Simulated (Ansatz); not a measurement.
System: C$_{2}$H$_{6}$OS, charge 0, singlet. C2H6OS (methylsulfinylmethane, SMILES CS(C)=O).
B3LYP-D3(BJ)/def2-TZVP minimum from Ansatz (a quantum-chemistry and plane-wave program):
```xyz
10

S      0.0001     0.2316    -0.4434
O     -0.0091     1.4791     0.3687
C      1.3569    -0.7945     0.1950
C     -1.3493    -0.8091     0.1868
H      1.2528    -0.8869     1.2761
H     -2.2783    -0.2983    -0.0600
H      1.3433    -1.7716    -0.2883
H      2.2817    -0.2736    -0.0462
H     -1.3222    -1.7861    -0.2964
H     -1.2508    -0.9004     1.2685
```
Charge 0, spin multiplicity 1.

Property: atomisation energy (electronic, to ground-state atoms), in kcal/mol. Open shells are spin-unrestricted; no spin-orbit coupling. CBS(X,Y): correlation extrapolated as X^-3, Hartree-Fock from the larger set. A bracket is a step between two methods taken in the basis named. Functionals run without relativity, which enters their misses. Double hybrids freeze cores in their MP2 part. '+ core + X2C': CCSD(T) terms for core correlation (cc-pwCVTZ, 1s frozen past Ne) and scalar relativity (cc-pVTZ-DK). Where a partner has so few electrons that a lower coupled-cluster level is exact, that level stands in.

CCSD(T)/CBS(cc-pV(T+d)Z,cc-pV(Q+d)Z) + [CCSDT(Q) - CCSD(T)]/cc-pV(D+d)Z + core + X2C (Ansatz) gives 857.5 kcal/mol.

**Question.** What does PBE/def2-TZVPD (Ansatz) give here, and how do the other levels compare?

**Answer.** PBE gives 873.2 kcal/mol, 15.7 kcal/mol above it. Differences of the others: r2SCAN/def2-TZVPD (Ansatz) 1.1; B3LYP/def2-TZVPD (Ansatz) -10.8; PBE0/def2-TZVPD (Ansatz) -3.6; wB97M-V/def2-TZVPD (Ansatz) -1.0; B2PLYP/def2-TZVPD (Ansatz) -15.5; CCSD(T)/CBS(cc-pV(T+d)Z,cc-pV(Q+d)Z) + core + X2C (Ansatz) -1.0 kcal/mol. Nearer than PBE: r2SCAN/def2-TZVPD, B3LYP/def2-TZVPD, PBE0/def2-TZVPD, wB97M-V/def2-TZVPD, B2PLYP/def2-TZVPD, CCSD(T)/CBS(cc-pV(T+d)Z,cc-pV(Q+d)Z) + core + X2C.
